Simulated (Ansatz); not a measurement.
Geometry optimisation, RKS PBE/def2-SVP (Ansatz).

input.yaml

```yaml
crystal:
  periodic: [false, false, false]
  atoms:
    - { symbol: C, position_ang: [0.13999, 0.6651, 0.10597] }
    - { symbol: C, position_ang: [0.01934, -0.81361, 0.02209] }
    - { symbol: O, position_ang: [0.68195, -1.64353, 0.54221] }
    - { symbol: Cl, position_ang: [-1.33055, -1.2974, -1.02817] }
    - { symbol: H, position_ang: [0.96128, 0.92675, 0.76877] }
    - { symbol: H, position_ang: [-0.79045, 1.08968, 0.47602] }
    - { symbol: H, position_ang: [0.31845, 1.07301, -0.88689] }
basis:
  gaussian: { orbitals: def2-SVP }
hamiltonian:
  xc: pbe
relax:
  f_tol: 0.02
  max_steps: 40
scf:
  lower_state_search: "off"
output:
  orbitals: {}
```

Launched with:

```bash
$ ansatz run input.yaml --threads 1 --pin off --max-ram 2048MiB --backend cpu --events-out ev --progress --plain --runs-dir out
```

Task: Where does it end, and by what steps?

Result: It converged. After 5 steps the energy has fallen by 0.059 eV; Cl4 moved furthest, 0.05 Å.

| step | energy less start (eV) | largest force component (eV/Å) | accepted |
| --- | --- | --- | --- |
| 0 | 0.0000 | 0.969 | yes |
| 1 | -0.0498 | 0.368 | yes |
| 2 | -0.0582 | 0.181 | yes |
| 3 | -0.0589 | 0.127 | yes |
| 4 | -0.0591 | 0.046 | yes |
| 5 | -0.0593 | 0.005 | yes |

```xyz
7
Properties=species:S:1:pos:R:3
C 0.147 0.669 0.111
C 0.023 -0.826 0.026
O 0.696 -1.652 0.565
Cl -1.361 -1.313 -1.064
H 0.986 0.936 0.779
H -0.802 1.100 0.487
H 0.310 1.085 -0.903
```

Whether the end is a true minimum wasn't checked by a vibrational analysis.

Time of the run: 19 s on 1 thread of AMD EPYC (Zen 3) (shared host), peak memory 0.12 GiB.
